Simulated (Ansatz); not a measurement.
# SiH (quartet): the correlation ladder at distance Si1–H2 = 2.775 Å, cc-pVTZ

How much of the correlation energy of SiH (quartet) does each wave-function method recover here?

Program: Ansatz 0.2.0, Gaussian basis. Level of theory: cc-pVTZ, core rule «outside noble gas», up to 5 orbitals frozen. These are calculated values, not measurements.

Plan: UHF; CCSD(T) on ROHF; CCSD(T) on UHF; BCCD(T) on ROHF; CISD; CCSDT(Q) on ROHF; CCSDT(Q) on UHF; CASSCF and MRCISD+Q, 5 electrons in 5 orbitals; CASSCF and NEVPT2, 5 electrons in 5 orbitals; Full CI.

18 further runs of the same task are left out: 1 for a mislabelled method, 11 that didn't finish, 6 set aside as unsound or not needed.

### 1 What is computed

The geometry derives from a PBE0/def2-TZVP stationary point (not a proven minimum). One bond is set to the value named and the two fragments are kept rigid.

2 atoms, charge 0, spin multiplicity 4.

Atoms are counted from 1 here; the program's logs count them from 0.

No contacts short enough for the rule that draws bonds.

### 2 UHF

The input, in.yaml:

```yaml
crystal:
  periodic: [false, false, false]
  atoms:
    - {symbol: Si, position_ang: [0.000000, 0.000000, 0.000000]}
    - {symbol: H, position_ang: [0.000000, 0.000000, 2.775000]}
basis:
  gaussian: {orbitals: cc-pVTZ}
magnetization: {spin_polarized: true, initial_magnetization: 3}
hamiltonian: {xc: hf}
output: {orbitals: {seedname: orbitals}}
```

Launch:

```
$ ansatz run in.yaml --threads 1 --pin off --events-out ev --progress --plain --max-ram 2393MiB
```

Further steps of the session: CCSD(T) on ROHF; CCSD(T) on UHF; BCCD(T) on ROHF; CISD; CCSDT(Q) on ROHF; CCSDT(Q) on UHF; CASSCF and MRCISD+Q, 5 electrons in 5 orbitals; CASSCF and NEVPT2, 5 electrons in 5 orbitals; Full CI.

Before running them: what should the planned runs give, taken together? Wanted: FCI below the RHF energy; RMP2 from FCI; UMP2 from FCI; RCCSD from FCI; RCCSD(T) from FCI; UCCSD(T) from FCI; RCCSDT(Q) from FCI; UCCSDT(Q) from FCI; NEVPT2 valence from FCI.

**Answer**, as computed:

```
                         quantity                                                                                value
         FCI below the RHF energy                                                                           -2.2770 eV
                    RMP2 from FCI                                                                      +13.62 kcal/mol
                    UMP2 from FCI                                                                      +13.67 kcal/mol
                   RCCSD from FCI                                                                       +2.27 kcal/mol
                RCCSD(T) from FCI                                                                       +0.54 kcal/mol
                UCCSD(T) from FCI                                                                       +0.51 kcal/mol
               RCCSDT(Q) from FCI                                                                       +0.01 kcal/mol
               UCCSDT(Q) from FCI                                                                       -0.02 kcal/mol
          NEVPT2 valence from FCI                                                                      +13.02 kcal/mol
        MRCISD+Q valence from FCI                                                                       +0.47 kcal/mol
levels within 1 kcal/mol (43 meV)  RCCSD(T), UCCSD(T), BCCD(T), RCCSDT, UCCSDT, RCCSDT(Q), UCCSDT(Q), MRCISD+Q valence
                    T1 diagnostic                                                                                0.023
   effectively unpaired electrons                                                                                 3.04
```

What this shows: RCCSD(T) lands +0.54 kcal/mol from the yardstick (1.0 % of the correlation energy). One determinant dominates. Of the multireference levels listed MRCISD+Q valence comes nearest in total energy (+0.47 kcal/mol), which doesn't show that its space is the better one. These misses are within one basis, not against nature; the frozen cores of restricted and unrestricted runs differ, which can shift their rows.
